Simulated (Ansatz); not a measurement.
fcc Ca was calculated with PBE (plane waves, PAW; Ansatz, a first-principles code).

Settings: plane-wave cutoff 520 eV, 18×18×18 k mesh, Fermi–Dirac smearing 0.05 eV, scalar-relativistic PAW data made under PBE.

Results at a series of volumes:

```tsv
V (Å³/atom)	E − E_lowest (meV/atom)	P (GPa)
39.656	9.04	1.190
40.499	3.91	0.761
41.343	0.96	0.366
42.187	0.00	0.004
43.031	0.87	-0.330
43.874	3.42	-0.636
44.718	7.52	-0.916
```

Q: Estimate the bulk modulus and its pressure derivative from these points.

A: V0 = 42.196 Å³/atom, B0 = 17.4 GPa, B′ = 3.2 (fit to the energies at full precision).

Measured, for comparison: bulk modulus 18.6 GPa (corrected for temperature and zero-point phonon effects, our sources range from 15.9 to 18.7; as tabulated in Levämäki et al. (2014), arXiv:1402.3671); equilibrium volume per atom 42.81 Å³/atom (low-temperature or extrapolated to 0 K; zero-point anharmonic expansion removed; as tabulated in Csonka et al. (2009), arXiv:0903.4037). Computed (rounded) less measured: bulk modulus not scored (sources differ), equilibrium volume per atom -1.4 %.

Static lattice: no zero-point or thermal effects.
